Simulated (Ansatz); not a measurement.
For Sb2Se3 (Pnma, No. 62), LDA (PAW; Ansatz, a quantum-chemistry and plane-wave program) gives:

| Quantity | Result |
|---|---|
| cohesive energy | 3.82 eV/atom |
| band gap | 0.72 eV |

### Question
What does r²SCAN+rVV10 (PAW; Ansatz) give for the same quantities?

### Answer

- cohesive energy: 3.03 eV/atom (decreases by 0.79 eV/atom)
- band gap: 1.11 eV (goes up by 0.39 eV)

Changes are worked out from the printed values.

Unless a cell is named, each level is at its own relaxed cell (LDA 25.60, r²SCAN+rVV10 27.80 Å³/atom).

Levels without +SOC leave out spin–orbit coupling, which shifts energies and cells of such heavy elements.

Spin–orbit coupling is included only where a level's name says +SOC; with heavier elements it mostly lowers gaps and can invert bands. Density-functional gaps are differences of (generalised) Kohn–Sham levels.

Caveats: the relaxation could not lower the start's symmetry, so the cell can be a saddle point above a distorted one (LDA, r²SCAN+rVV10). Ansatz's density-functional and Hartree–Fock values are scalar-relativistic unless marked +SOC, with PAW data made under PBE.
